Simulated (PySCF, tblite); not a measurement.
# C3H5N (triplet): geometry, infrared bands and EPR parameters

Wanted: the infrared bands and EPR parameters of C3H5N (triplet) (`[N]C1CC1`), by calculation.

Programs: tblite 0.8.0 and PySCF 2.14.0, with density-fitted response routines of our own. Each step states its level of theory. These are calculated values for one molecule in the gas phase, unless marked as measured. Atoms are numbered from 0 throughout.

## (1) Starting geometry

9 atoms, charge 0, multiplicity 3; geometry from: force field or distance geometry start.

Bonds of the start (Å): N0–C1 1.46, C1–C2 1.50, C2–C3 1.51, C3–C1 1.50, C1–H4 1.10, C2–H5 1.08, C2–H6 1.09, C3–H7 1.07, C3–H8 1.08.

## (2) Relaxing the molecule with GFN2-xTB

What the job is given:

```
{"job": {"kind": "relax", "xc": "GFN2-xTB", "basis": "xTB"}, "charge": 0, "multiplicity": 3}
N      1.599000    -0.322900    -1.253000
C      0.835400    -0.084700    -0.027300
C     -0.521400    -0.691100     0.147700
C     -0.377900     0.801900    -0.048000
H      1.462500    -0.045400     0.877400
H     -0.813900    -1.054400     1.122800
H     -0.943400    -1.257700    -0.681300
H     -0.680600     1.228000    -0.981400
H     -0.546200     1.432200     0.817900
```

Run with:

```console
$ OMP_NUM_THREADS=1 python probes_run.py task.json out
```

The driver reads the jobs from task.json and runs them one after another.

Log:

```text
step      E/eV     max force
  0    -318.11781    4.332
  1    -318.50068    1.554
  2    -318.52543    1.125
  3    -318.53782    0.268
  4    -318.54212    0.221
  5    -318.54727    0.139
  6    -318.54818    0.086
  7    -318.54886    0.057
  8    -318.54912    0.057
  9    -318.54938    0.050
 10    -318.54969    0.050
 11    -318.55007    0.051
 12    -318.55030    0.039
 13    -318.55038    0.019
 14    -318.55040    0.016
 15    -318.55043    0.014
 16    -318.55044    0.015
 17    -318.55046    0.011
 18    -318.55046    0.007
```

It took 0.08 s on 1 thread of Arm Neoverse N1, shared host.

Relaxation path:

| step | energy from step 0 (eV) | largest force (eV/Å) |
| --- | --- | --- |
| 0 | 0.0000 | 4.3324 |
| 1 | -0.3829 | 1.5539 |
| 2 | -0.4076 | 1.1250 |
| 3 | -0.4200 | 0.2684 |
| 4 | -0.4243 | 0.2205 |
| 5 | -0.4295 | 0.1387 |
| 6 | -0.4304 | 0.0858 |
| 7 | -0.4310 | 0.0569 |
| 8 | -0.4313 | 0.0571 |
| 9 | -0.4316 | 0.0501 |
| 10 | -0.4319 | 0.0498 |
| 11 | -0.4323 | 0.0511 |
| 12 | -0.4325 | 0.0388 |
| 13 | -0.4326 | 0.0193 |
| 14 | -0.4326 | 0.0164 |
| 15 | -0.4326 | 0.0136 |
| 16 | -0.4326 | 0.0152 |
| 17 | -0.4326 | 0.0106 |
| 18 | -0.4326 | 0.0073 |

Close pairs (by a distance rule), those that changed most:

| bond | before (Å) | after (Å) | change (Å) |
| --- | --- | --- | --- |
| N0–C1 | 1.464 | 1.307 | -0.157 |
| C1–C2 | 1.496 | 1.548 | +0.052 |
| C1–C3 | 1.503 | 1.548 | +0.045 |
| C2–C3 | 1.513 | 1.484 | -0.029 |
| C2–H6 | 1.089 | 1.079 | -0.010 |
| C3–H7 | 1.070 | 1.079 | +0.009 |
| C3–H8 | 1.084 | 1.079 | -0.005 |
| C1–H4 | 1.101 | 1.099 | -0.003 |

The final coordinates are the input of the step that follows.

## (3) Harmonic vibrations with GFN2-xTB

What the job is given:

```
{"job": {"kind": "ir", "xc": "GFN2-xTB", "basis": "xTB"}, "charge": 0, "multiplicity": 3}
N      1.575132    -0.305423    -1.151324
C      0.865928    -0.098987    -0.073144
C     -0.555873    -0.675150     0.135583
C     -0.401696     0.789580    -0.043810
H      1.452751    -0.046332     0.854357
H     -0.772030    -1.068030     1.117320
H     -0.950664    -1.253260    -0.685551
H     -0.691047     1.222708    -0.988784
H     -0.508940     1.440889     0.810173
```

Log:

```text
mode    cm-1     km/mol
  1     330.8      9.92
  2     382.6     11.15
  3     704.5      0.28
  4     793.5      1.26
  5     826.9      1.27
  6     849.2      0.89
  7     962.3      2.35
  8     970.7      4.53
  9    1023.9      3.52
 10    1027.4      6.69
 11    1141.0      0.08
 12    1168.8      1.06
 13    1215.5      2.55
 14    1366.4      1.56
 15    1404.3      0.43
 16    1444.4      0.06
 17    2812.1      8.30
 18    3083.4      3.80
 19    3084.9     15.43
 20    3104.6      1.16
 21    3121.1     23.14
```

It took 0.17 s on 1 thread of Arm Neoverse N1, shared host.

The strongest bands and the atoms that carry them (share of the mass-weighted mode):

| cm⁻¹ | km/mol | atoms |
| --- | --- | --- |
| 331 | 9.9 | N0 30 %, C1 23 %, C3 11 %, C2 11 % |
| 383 | 11.2 | N0 39 %, C1 27 % |
| 971 | 4.5 | H4 51 %, H6 16 %, H7 16 % |
| 1027 | 6.7 | H8 19 %, H5 18 %, H7 17 %, H6 16 % |
| 2812 | 8.3 | H4 94 % |
| 3083 | 3.8 | H8 44 %, H5 23 %, H7 16 %, H6 12 % |
| 3085 | 15.4 | H5 53 %, H8 32 % |
| 3121 | 23.1 | H7 32 %, H6 32 %, H5 13 %, H8 13 % |

## (4) EPR parameters: B3LYP/pcH-1

Settings changed since step 3:

```diff
@@ -1,2 +1,2 @@
-{"job": {"kind": "ir", "xc": "GFN2-xTB", "basis": "xTB"}, "charge": 0, "multiplicity": 3}
+{"job": {"kind": "epr", "basis": "pcH-1"}, "charge": 0, "multiplicity": 3}
 N      1.575132    -0.305423    -1.151324
```

Method: UKS B3LYP, pcH-1 on C H N, non-relativistic, mean-field spin-orbit, GIAO.

Log:

```text
UKS, coarse grid
  cycle   1  E = -171.92227906  |g| = 1.91e-01
  cycle   2  E = -171.93468475  |g| = 1.84e-01
  cycle   3  E = -171.95111066  |g| = 3.94e-02
  cycle   4  E = -171.95173891  |g| = 2.78e-02
  cycle   5  E = -171.95209190  |g| = 9.06e-03
  cycle   6  E = -171.95214663  |g| = 2.17e-03
  cycle   7  E = -171.95214883  |g| = 1.13e-03
  cycle   8  E = -171.95214966  |g| = 2.12e-04
UKS, final grid
  cycle   1  E = -171.95215799  |g| = 3.10e-04
  cycle   2  E = -171.95215792  |g| = 4.91e-04
  cycle   3  E = -171.95215804  |g| = 3.76e-05
  cycle   4  E = -171.95215804  |g| = 1.28e-05
E = -171.95215804 Eh   <S^2> = 2.0114 (exact 2.0000)
g shifts (ppm)      1          2          3
  rmc          -208       -208       -208
  gc             45         14         -1
  oz_so         -48       1351       1384
  total        -211       1157       1174
hyperfine (MHz)  atom isotope    a_iso     a_fc   dipolar eigenvalues
    0   14N      20.43      20.43    -41.35     17.58     23.77
    1   13C     -44.77     -44.77     -5.32     -3.47      8.79
    2   13C      41.92      41.92     -9.77     -9.52     19.29
    3   13C      42.09      42.09     -9.78     -9.52     19.30
    4    1H     105.68     105.68     -6.35     -2.15      8.50
    5    1H       2.79       2.79     -5.35     -1.76      7.11
    6    1H      -5.36      -5.36     -6.32     -1.22      7.55
    7    1H      -5.36      -5.36     -6.32     -1.23      7.55
    8    1H       2.81       2.81     -5.35     -1.76      7.11
zero-field splitting (cm-1)  D = 1.3290  E = 0.0036  (spin-spin 1.1346, spin-orbit 0.1944)
```

It took 23 s on 1 thread of Arm Neoverse N1, shared host; peak memory 0.49 GiB.

Principal g values 2.00211, 2.00348, 2.00349; g(iso) = 2.00303, against 2.00232 for a free electron.

Mean a(iso) over the nuclei that a row names, and the largest dipolar term of the row (other rows stand at the frozen geometry):

| nuclei | isotope | a(iso) (MHz) | a(iso) (G, at g = 2.0023) | largest dipolar term (MHz) |
| --- | --- | --- | --- | --- |
| H4 | 1H | 105.7 | 37.7 | 8.5 |
| C1 | 13C | -44.8 | -16.0 | 8.8 |
| C2, C3 | 13C | 42.0 | 15.0 | 19.3 |
| N0 | 14N | 20.4 | 7.3 | -41.4 |
| H6, H7 | 1H | -5.4 | -1.9 | 7.5 |
| H5, H8 | 1H | 2.8 | 1.0 | 7.1 |

Zero-field splitting: D = 1.329 cm⁻¹ (spin-spin 1.135, spin-orbit 0.194), E = 0.004 cm⁻¹.

Mulliken spin populations:

| atom | value (e) |
| --- | --- |
| N0 | 1.70 |
| C1 | -0.18 |
| C2 | 0.19 |
| C3 | 0.19 |
| H4 | 0.10 |
| H5 | 0.00 |
| H6 | 0.00 |
| H7 | 0.00 |
| H8 | 0.00 |

The fields below are evaluated on a grid from the run's orbitals.

ELF in a plane through or near 3 of the atoms.

Ten even steps from ' ' (0.00) to '@' (0.99):
```
                                                        
                                                        
                                                        
                                                        
                          ..==**++==..                  
                        ..++%%@@@@%%++::                
        ..--====--..    ::##@@@@@@@@##--                
      ..==**##%%##++::..::**%%@@@@%%**::                
      --**%%%%%%%%##++::::--**%%%%##==::                
      ==##%%@@++--++##++::..::--++==::..                
      ==##%%@@==::++##++::..::==++==::..                
      --**%%%%%%%%##++::::--**%%%%##==::                
      ..==**##%%##++::..::**%%@@@@%%**::                
        ..--====--..    ::##@@@@@@@@##--                
                        ..++%%@@@@%%++::                
                          ..==**++--..                  
                                                        
                                                        
                                                        
                                                        
```
The map spans 8.8 Å across and 7.7 Å up, centred on the molecule. Atoms in the plane (x, y in Å): N0 (-1.8, 0.0), H6 (0.6, 1.3), H7 (0.6, -1.3).

On the surface of density 0.002 e/bohr³ the electrostatic potential runs, from the 1st to the 99th percentile, from -1.75 V near N0 to 1.16 V near H4.

The spin density lies nearest to N0 74 %; C2, C3 about 6 % each.

## (5) Results

| quantity | value |
| --- | --- |
| strongest single infrared mode (GFN2-xTB) | 3121 cm⁻¹, 23 km/mol |
| zero-point energy (GFN2-xTB) | 44.1 kcal/mol |
| D, E (B3LYP) | 1.329, 0.004 cm⁻¹ |
| g(iso) (B3LYP) | 2.00303 |
| ⟨S²⟩ | 2.011 (exact 2.00) |
| largest a(iso) (averaged by class) | 1H on H4, 105.7 MHz |
| surface potential, 1st and 99th percentile | -1.75 V and 1.16 V |

What this shows: The optimisation took 18 steps and gained 0.433 eV; among the close pairs (by a distance rule), N0–C1 changed most, from 1.464 to 1.307 Å. No mode is imaginary among the 21: a minimum at this level. The strongest single mode, at 3121 cm⁻¹, is carried by H7, H6, H5, H8. GFN2-xTB is a fitted tight-binding method: band positions and strengths are rough. Its intensities can rank the bands wrongly. N0 carries the largest spin population, 1.70 e. The isotropic g lies 0.7 ppt above the free-electron value.
